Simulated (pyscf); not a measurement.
Thermochemistry of product channels of HO–B(F)–F + H atom (H•) on the doublet surface, in kcal/mol, from ωB97M-D3(BJ)/def2-TZVP energies (ideal gas, 1 atm, RRHO with modes under 100 cm⁻¹ raised to 100, one conformer, R ln 2 for rigid chiral ones). Single points on ωB97X-D3(BJ)/def2-SVP structures (PySCF, gas phase).

```json
[
 {"products": "•O–B(F)–F + hydrogen (H₂)", "ΔE": "+16.6", "ΔH(298 K)": "+15.4", "ΔG(600 K)": "+13.4", "ΔG(900 K)": "+12.5"},
 {"products": "[HB–OH]• + fluorine (F–F)", "ΔE": "+196.1", "ΔH(298 K)": "+197.0", "ΔG(600 K)": "+190.6", "ΔG(900 K)": "+187.9"},
 {"products": "water (H₂O) + [F–B–F]•", "ΔE": "+33.1", "ΔH(298 K)": "+35.9", "ΔG(600 K)": "+29.2", "ΔG(900 K)": "+26.6"},
 {"products": "hydroxyl (OH•) + F–BH–F", "ΔE": "+40.8", "ΔH(298 K)": "+42.1", "ΔG(600 K)": "+37.3", "ΔG(900 K)": "+35.4"}
]
```

These are energies of the channels, which say nothing of barriers. [HB–OH]• lies 5.8 kcal/mol over its isomer H₂B–O•, and others may lie lower still (electronic energy, ωB97M-D3(BJ)). Left out: orbital degeneracy and the spin-orbit lowering of OH.
